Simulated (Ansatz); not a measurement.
## CCSD(T) forces

BH2O (SMILES [BH]O), doublet, displaced at random from a GFN2-xTB minimum.

B1  (-0.021, -0.462, 0.481)
O2  (0.148, 0.468, -0.455)
H3  (-1.063, -1.033, 0.439)
H4  (0.980, 0.963, -0.510)
(Å)

Ansatz 0.2.0; basis: def2-TZVPP; cores frozen in the correlated methods; orbitals are unrestricted.

CCSD(T) forces from the calculation:
```tsv
atom	Fx	Fy	Fz (eV/Å)
B1	0.013	-0.125	0.094
O2	0.482	0.820	-0.673
H3	-0.156	-0.299	0.281
H4	-0.339	-0.396	0.298
```

Which atom feels the largest CCSD(T) force, and how large is it?

O2, 1.17 eV/Å, along (0.41, 0.70, -0.58).

Root-mean-square difference of the force components from those of CCSD(T): PBE0-D4 0.211; wB97M-V 0.185; r2SCAN-D4 0.133; PBE-D4 0.241; BHLYP-D4 0.370; wB97X-V 0.116 eV/Å.

T1 diagnostic: at most 0.017. ⟨S²⟩ of the unrestricted Hartree–Fock references: 0.75 (a pure state has 0.75). These are differences at one structure, and CCSD(T) in triple zeta is itself an approximation.

For scale, one of the runs: CCSD(T)/def2-TZVPP forces, 90 basis functions (an equivalent command: `ansatz run in.yaml --threads 4`). Hardware: 4 CPU threads, shared host. Wall time 17 s; peak host memory 0.79 GiB.
